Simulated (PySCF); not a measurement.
Successive ionisation energies of silicon

Calculated with PySCF 2.14, two-component X2C-1e (Gaussian nucleus, no Breit or QED terms), each ion in its own even-tempered basis; GMP2 freezes the deep shells of the larger ions and drops the highest virtual spinors; eV.

```csv
ion,configuration,GHF (screened spin-orbit),GMP2 (screened spin-orbit),NIST,kind
Si,[Ne] 3s2 3p2,7.495,7.858,8.152,measured
Si⁺,[Ne] 3s2 3p1,15.869,16.075,16.346,measured
Si²⁺,[Ne] 3s2,32.019,33.206,33.493,measured
Si³⁺,[Ne] 3s1,44.733,45.112,45.142,measured
Si⁴⁺,[Ne],165.14,166.61,166.77,measured
Si⁵⁺,[He] 2s2 2p5,203.64,205.09,205.28,semi-empirical
Si⁶⁺,[He] 2s2 2p4,244.88,246.34,246.57 ± 0.05,semi-empirical
Si⁷⁺,[He] 2s2 2p3,303.77,304.22,303.59 ± 0.05,semi-empirical
Si⁸⁺,[He] 2s2 2p2,351.05,351.46,351.28 ± 0.06,semi-empirical
Si⁹⁺,[He] 2s2 2p1,402.03,402.06,401.38,semi-empirical
Si¹⁰⁺,[He] 2s2,471.63,474.42,476.27,semi-empirical
Si¹¹⁺,[He] 2s1,523.35,523.50,523.41,theoretical
```

(1) Where is the largest relative jump?

Answers

(1) From Si³⁺ to Si⁴⁺: 45.112 to 166.61 eV, where the electron removed from [Ne] comes from a deeper shell or subshell.
